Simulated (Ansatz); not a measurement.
## Heat of formation of C2H4O2 (methyl formate) from total energies

C2H4O2: 8 atoms, total charge 0, spin state singlet. SMILES: `COC=O`. The coordinates come from a PBE0-D4/def2-TZVP relaxation. This is one conformer, not always the lowest.

Total energies at SVWN5/6-311+G** (Ansatz 0.2.0); the atoms run unrestricted:

| species | state | energy (Eh) |
| --- | --- | --- |
| C2H4O2 | singlet | -227.339598 |
| C | triplet | -37.464996 |
| O | triplet | -74.519116 |
| H | doublet | -0.478347 |

Harmonic wavenumbers at PBE0-D4/def2-TZVP, in cm⁻¹: 132, 303, 350, 786, 970, 1050, 1176, 1193, 1256, 1398, 1465, 1480, 1492, 1833, 3054, 3070, 3148, 3184.

Measured heats of formation of the gaseous atoms at 298.15 K, in kJ/mol: C 716.9, O 249.2, H 218.0. Spin-orbit lowering of the atoms at 298 K (mean of the ground term's levels less their thermal mean, from spectra), in kJ/mol: C 0.02, O 0.40. Take 1 Eh = 2625.50 kJ/mol, 1 cm⁻¹ = 0.0119627 kJ/mol, RT = 2.479 kJ/mol.

Q: What heat of formation follows?

A: 
1. Electronic atomisation energy: 2 × (-37.464996) + 2 × (-74.519116) + 4 × (-0.478347) − (-227.339598) = 1.457986 Eh = 3827.9 kJ/mol.
2. Zero-point energy: half the sum of the wavenumbers, 13670 cm⁻¹ = 163.5 kJ/mol.
3. Thermal vibrational enthalpy, Σ hcν̃/(exp(hcν̃/kT) − 1): 4.4 kJ/mol. Translation, rotation and pV of a non-linear molecule: 4 RT = 9.9 kJ/mol.
4. The 8 free atoms carry 5/2 RT each: 49.6 kJ/mol.
5. Spin-orbit coupling lowers the free atoms by 2 × 0.02 + 2 × 0.40 = 0.8 kJ/mol.
6. Atomisation enthalpy at 298 K: 3827.9 − 0.8 − 163.5 − 4.4 − 9.9 + 49.6 = 3698.9 kJ/mol.
7. Sum of the atoms' heats of formation: 2804.2 kJ/mol. Heat of formation: 2804.2 − 3698.9 = -894.7 kJ/mol.

The tabulated value is -357.8 kJ/mol (Active Thermochemical Tables), so this level is off by -536.9 kJ/mol, or 17.0 % of the atomisation enthalpy. The LDA overbinds, which puts heats of formation too low. Anharmonicity and any spin-orbit splitting of the molecule are left out.
